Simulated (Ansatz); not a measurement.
in.yaml

```yaml
crystal:
  periodic: [false, false, false]
  atoms:
    - {symbol: Zn, position_ang: [0.000000, 0.000000, 0.000000]}
    - {symbol: Si, position_ang: [0.000000, 0.000000, 2.393200]}
basis:
  gaussian: {orbitals: def2-SVP}
magnetization: {spin_polarized: true, initial_magnetization: 2}
hamiltonian: {xc: hf}
accuracy: high
scf: {lower_state_search: light}
output: {orbitals: {seedname: orbitals}}
```

```sh
$ ansatz run in.yaml --threads 1 --pin off --events-out ev --progress --plain --max-ram 2393MiB
```

Output:

```
776 factors; integrals over basis functions are off by at most 4.5e-9 eV
mean field evaluation 1: about -56226.8914 eV, gradient 5.7e0 eV
mean field evaluation 2: about -56226.9500 eV, gradient 5.7e0 eV
mean field evaluation 4: about -56227.3084 eV, gradient 1.2e0 eV
mean field evaluation 8: about -56227.3540 eV, gradient 5.0e-1 eV
mean field evaluation 16: about -56227.5356 eV, gradient 4.2e-3 eV
mean field evaluation 32: about -56219.9627 eV, gradient 9.1e1 eV
mean field evaluation 64: about -56226.7328 eV, gradient 4.7e-8 eV
mean field evaluation 96: about -56218.6109 eV, gradient 1.1e-2 eV
mean field evaluation 128: about -56218.7827 eV, gradient 3.1e0 eV
mean field evaluation 160: about -56217.3228 eV, gradient 2.2e-6 eV
mean field evaluation 192: about -56227.1255 eV, gradient 4.2e-1 eV
mean field evaluation 224: about -56226.7181 eV, gradient 4.5e-1 eV
mean field evaluation 256: about -56227.2733 eV, gradient 3.8e-5 eV
mean field -56227.53562903 eV, -2066.3238219745 hartree, gradient 1.3e-8 eV, S^2 2.523889; 9 other end points of the search recorded, 0 dependent functions left out
reference -56227.53562903 eV, -2066.3238219745 hartree; 23, 21 occupied and 26, 28 virtual orbitals, 776 factors
Total energy: -56227.53562903 eV, -2066.3238219745 hartree
```

Ran on 1 thread of Intel Xeon 6975P-C, shared host: 2.7 s wall, 0.15 GiB peak host memory.
